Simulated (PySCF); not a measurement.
## A search over the determinants of NaCl

Unrestricted PBE0; Na 6-311G(d,p), Cl 6-311G(d,p); no relativity (PySCF 2.14). Outer shells of the fragments: Na 3s1; Cl 3s2 3p5.

Followed along the bond (rough minima from three points):

```json
{"2Ms+1": "1", "unpaired": "none", "⟨S²⟩ at the start": "0.00", "R at minimum (Å)": "2.39", "Te (eV)": "0.00"}
{"2Ms+1": "3", "unpaired": "σ ↑, π ↑", "⟨S²⟩ at the start": "2.00", "R at minimum (Å)": "none in the scan", "Te (eV)": "≤ 4.22"}
```

Solutions found at the starting distance of 2.545 Å, counted from the lowest of them; the search is not exhaustive and high or unbound solutions are not listed, so other states can lie among these:

| 2Ms+1 | unpaired | term | E (eV) | ⟨S²⟩ | ⟨Lz²⟩ | μ (D) |
| --- | --- | --- | --- | --- | --- | --- |
| 1 | none | ¹Σ⁺ | 0.00 | 0.00 | 0.00 | -9.92 |
| 3 | σ ↑, π ↑ | ³Π | 4.28 | 2.00 | 1.01 | 2.38 |
| 1 | σ ↑, π ↓ | mixed | 4.31 | 1.00 | 1.01 | 2.58 |
| 3 | σ ↑↑ | ³Σ⁺ | 4.61 | 2.00 | 0.00 | 2.41 |
| 3 | π ↑↑ | mixed | 5.84 | 2.00 | 2.01 | 1.09 |
| 3 | π ↑↑ | mixed | 5.92 | 2.00 | 2.00 | 1.20 |
| 3 | σ ↑, π ↑ | ³Π | 6.31 | 2.00 | 1.00 | 1.12 |

A term symbol is given only where ⟨S²⟩ and ⟨Lz²⟩ are close to those of a pure state; real π, δ and φ orbitals otherwise mix terms. A positive dipole means Na(−)Cl(+).

Counting both spins, an empty level lies below a filled one in some of these solutions, because spin and occupation are held.
